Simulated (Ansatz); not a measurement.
Take Pd in the fcc (Cu type) structure (space group Fm-3m, No. 225; a = 3.9428 Å) as the base.

Levels (all Ansatz, an electronic-structure program, PAW): PBE (420 eV, no SOC); r2SCAN (500 eV, no spin-orbit coupling).

Levels that relaxed their own cell: PBE and r2SCAN.

```json
[
 {"level": "PBE", "lattice parameter a": "3.943 Å"},
 {"level": "r2SCAN", "lattice parameter a": "3.908 Å"}
]
```

Measured: lattice parameter a 3.876 Å (static lattice; corrected from measurement; as listed in Daniel Mejia-Rodriguez, S. B. Trickey, Phys. Rev. B (2018)).

Computed minus measured — lattice parameter a: PBE +1.7 %, r2SCAN +0.8 % (closest: r2SCAN).

Whether these cells are dynamically stable was not tested. The final runs are not spin-polarised. Pd has a high density of states at the Fermi level and may be magnetic at this level.
